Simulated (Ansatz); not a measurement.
Two shapes of singlet C₃H₃(+).

Shape 1:

```xyz
6

C     0.7904    0.0359   -0.0347
C    -0.3987    0.6637    0.0463
C    -0.3867   -0.6396    0.0256
H     1.9121   -0.0116   -0.0378
H    -0.9124    1.6294    0.0412
H    -0.9090   -1.6680   -0.0007
```

Shape 2:

```xyz
6

C     0.8505    0.0000    0.0000
C    -0.4252    0.7365    0.0000
C    -0.4252   -0.7365    0.0000
H     2.0320    0.0000    0.0000
H    -1.0160    1.7598    0.0000
H    -1.0160   -1.7598    0.0000
```

Basis set: cc-pVTZ (spherical functions). Correlated methods keep 3 orbitals frozen. Charge 1, multiplicity 1.

Computed with Ansatz (development build ahead of 0.2.0); each method stands on the lowest determinant of its kind that the runs found.

Q: Which shape is lower in energy, and by how much in each method?

A:

```json
{"method": "RHF", "E(2) − E(1) (eV)": "1.345"}
{"method": "RHF-MP2", "E(2) − E(1) (eV)": "0.829"}
```

Shape 1 is lower. Caution: no unrestricted run beside it, a lower state can exist.
